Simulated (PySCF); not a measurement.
Working out the electron affinity of B

B⁻ [He] 2s2 2p2 (3P) → B [He] 2s2 2p1 (2P). All numbers are calculated (PySCF 2.14, no relativity, point nucleus, in aug-cc-pwCVDZ (5s4p2d, 27 functions)). Frozen: 1s2. Energies in hartree (1 hartree = 27.21139 eV):

```tsv
part	B⁻ (lower)	B (upper)
UHF	-24.519619	-24.530581
CCSD correlation	-0.076643	-0.061087
(T)	-0.002649	-0.000936
```

**Question.** What does Hartree-Fock give?

**Answer.** (-24.530581) − (-24.519619) = -0.010962 hartree = -0.298 eV.

**Question.** What do CCSD and CCSD(T) give?

**Answer.** The CCSD correlation energies differ by 0.015556 hartree = 0.423 eV and the triples by 0.001713 hartree = 0.047 eV, so CCSD gives 0.125 eV and CCSD(T) 0.172 eV.

A first-order spin-orbit estimate adds 0.000 eV to CCSD(T) (valence), giving 0.172 eV against 0.280 eV (measured; photodetachment measurements, as compiled on the Wikipedia data page of electron affinities).

A double-zeta basis recovers only part of the correlation energy.

What remains against the reference includes basis incompleteness, the frozen core and higher excitations.
